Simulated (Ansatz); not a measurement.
**NO, doublet: the ladder up to full CI**

Geometry: a PBE0/def2-TZVP stationary point for this spin.

```xyz
2

N     0.0000    0.0000    0.0000
O     0.0000    0.0000    1.1398
```

Basis 6-31G; Ansatz 0.2.0. Correlated methods freeze the noble-gas cores, which leaves 11 electrons in 16 orbitals. R marks a restricted (for open shells ROHF) determinant, U an unrestricted one. Active spaces: pair = (3e, 3o) about the gap; valence = (11e, 8o) chosen from the atoms' valence shells.

Full CI is exact within this basis and frozen core; it isn't the basis-set limit. The frozen core follows each run's orbitals, which can shift R against U totals by a few meV.

For open shells CISD and CISDTQ are restricted-active-space CI with the open shells as a complete middle space.

- UHF ⟨S²⟩: 0.825
- T1 diagnostic (RCCSD): 0.0229
- largest doubles amplitude (RCCSD): 0.129
- T1 diagnostic (UCCSD): 0.0366

| level | E − E(RHF) (eV) |
| --- | --- |
| UHF | -0.1347 |
| RMP2 | -6.3029 |
| UMP2 | -6.0347 |
| RCCSD | -6.1732 |
| UCCSD | -6.1879 |
| RCCSD(T) | -6.3817 |
| UCCSD(T) | -6.3738 |

Task: Estimate how far full CI in 6-31G lies from RCCSD(T). The table doesn't fix it; the size of (T) and the diagnostics are the guide.

Result: Full CI in 6-31G lies 1.69 mEh below RCCSD(T), which is 22 % of the (T) step (-7.67 mEh). A doubles amplitude is large, but (T) still catches most of what CCSD lacks. The miss exceeds 1 kcal/mol.

The other levels:

```csv
level,E − E(full CI) (mEh),share of correlation (%),wall time
CISD,23.37,90.11,0.54 s
BCCD(T),1.80,99.24,0.42 s
RCCSDT,1.32,99.44,–
UCCSDT,1.28,99.46,–
CISDTQ,1.20,99.49,8.5 s
RCCSDT(Q),0.02,99.99,3.5 s
UCCSDT(Q),-0.04,100.02,3 s
RCCSDTQ,0.16,99.93,37 s
UCCSDTQ,0.14,99.94,38 s
CASSCF (pair space),193.07,18.27,–
NEVPT2 (pair space),14.16,94.01,0.15 s
MRCISD (pair space),18.87,92.01,–
MRCISD+Q (pair space),7.10,97.00,0.24 s
CASSCF (valence space),107.71,54.40,–
NEVPT2 (valence space),23.27,90.15,0.75 s
MRCISD (valence space),4.63,98.04,–
MRCISD+Q (valence space),1.05,99.56,1.4 s
```

The correlation energy at full CI, counted from RHF, is -6.428 eV. That run took 2.9 min on 1 thread of Arm Neoverse V2, shared host over 8,744,736 determinants.

Times hold each run's SCF and search for its determinant on a shared host, so for small cases they say little of a method's own cost; they ran on 1 thread of Arm Neoverse V2.

The full-CI state has the irrep B1 of C2v, in the program's axes (one component, if the state is degenerate).

Natural occupations of full CI about the gap: 1.976 1.965 1.962 1.917 1.016 0.087 0.031 0.014 0.013 0.009; effectively unpaired electrons, Σ n²(2−n)², 1.07.
